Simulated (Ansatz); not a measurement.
# Al2H (doublet): the correlation ladder at distance Al1–Al2 = 5.011 Å, cc-pVDZ

Aim: climb from Hartree-Fock through coupled cluster and multireference methods for Al2H (doublet) at one geometry and basis, and see what each rung misses.

The runs use Ansatz 0.2.0, Gaussian basis; cc-pVDZ, core rule «outside noble gas», up to 10 orbitals frozen.

The runs, in order: UHF; CCSD(T) on ROHF; CCSD(T) on UHF; BCCD(T) on ROHF; CISD; CCSDT(Q) on ROHF; CCSDT(Q) on UHF; CCSDTQ on ROHF; CCSDTQ on UHF; CASSCF and MRCISD+Q, 3 electrons in 3 orbitals; CASSCF and NEVPT2, 3 electrons in 3 orbitals; CASSCF and MRCISD+Q, 7 electrons in 9 orbitals; CASSCF and NEVPT2, 7 electrons in 9 orbitals; Full CI.

### Step 1. What is computed

The geometry derives from a PBE0/def2-TZVP stationary point (not a proven minimum). One bond is set to the value named and the two fragments are kept rigid.

3 atoms, charge 0, spin multiplicity 2.

Atoms are counted from 1 here; the program's logs count them from 0.

Bond lengths: Al1–H3 1.619 Å.

Coordinates:

```
atom   x (Å)   y (Å)    z (Å)
 Al1  0.0000  0.0000   1.1306
 Al2  0.0000  0.0000  -3.8804
  H3  0.0000  0.0000   2.7498
```

### Step 2. UHF

File in.yaml:

```yaml
crystal:
  periodic: [false, false, false]
  atoms:
    - {symbol: Al, position_ang: [0.000000, 0.000000, 1.130590]}
    - {symbol: Al, position_ang: [0.000000, 0.000000, -3.880410]}
    - {symbol: H, position_ang: [0.000000, 0.000000, 2.749820]}
basis:
  gaussian: {orbitals: cc-pVDZ}
magnetization: {spin_polarized: true, initial_magnetization: 1}
hamiltonian: {xc: hf}
output: {orbitals: {seedname: orbitals}}
```

Run with:

```bash
$ ansatz run in.yaml --threads 1 --pin off --events-out ev --progress --plain --max-ram 2816MiB --backend cpu
```

Further steps of the session: CCSD(T) on ROHF; CCSD(T) on UHF; BCCD(T) on ROHF; CISD; CCSDT(Q) on ROHF; CCSDT(Q) on UHF; CCSDTQ on ROHF; CCSDTQ on UHF; CASSCF and MRCISD+Q, 3 electrons in 3 orbitals; CASSCF and NEVPT2, 3 electrons in 3 orbitals; CASSCF and MRCISD+Q, 7 electrons in 9 orbitals; CASSCF and NEVPT2, 7 electrons in 9 orbitals; Full CI.

Before running them: what should the planned runs give, taken together? Wanted: FCI below the RHF energy; RMP2 from FCI; UMP2 from FCI; RCCSD from FCI; RCCSD(T) from FCI; UCCSD(T) from FCI; RCCSDT(Q) from FCI; UCCSDT(Q) from FCI; NEVPT2 pair from FCI.

**Answer**, as computed:

| quantity | value |
| --- | --- |
| FCI below the RHF energy | -3.4520 eV |
| RMP2 from FCI | +106.9 kJ/mol |
| UMP2 from FCI | +113.8 kJ/mol |
| RCCSD from FCI | +7.1 kJ/mol |
| RCCSD(T) from FCI | +2.1 kJ/mol |
| UCCSD(T) from FCI | +2.1 kJ/mol |
| RCCSDT(Q) from FCI | 0.0 kJ/mol |
| UCCSDT(Q) from FCI | 0.0 kJ/mol |
| NEVPT2 pair from FCI | +99.7 kJ/mol |
| NEVPT2 valence from FCI | +57.3 kJ/mol |
| MRCISD+Q valence from FCI | +1.8 kJ/mol |
| levels within 1 kcal/mol (43 meV) | RCCSD(T), UCCSD(T), BCCD(T), RCCSDT, UCCSDT, RCCSDT(Q), UCCSDT(Q), RCCSDTQ, UCCSDTQ, MRCISD+Q valence |
| T1 diagnostic | 0.020 |
| effectively unpaired electrons | 1.16 |

What this shows: RCCSD(T) misses by +2.1 kJ/mol, 0.6 % of the correlation energy. One determinant dominates. Of the multireference levels listed MRCISD+Q valence comes nearest in total energy (+1.8 kJ/mol), which doesn't show that its space is the better one. These misses are within one basis, not against nature; the frozen cores of restricted and unrestricted runs differ, which can shift their rows.
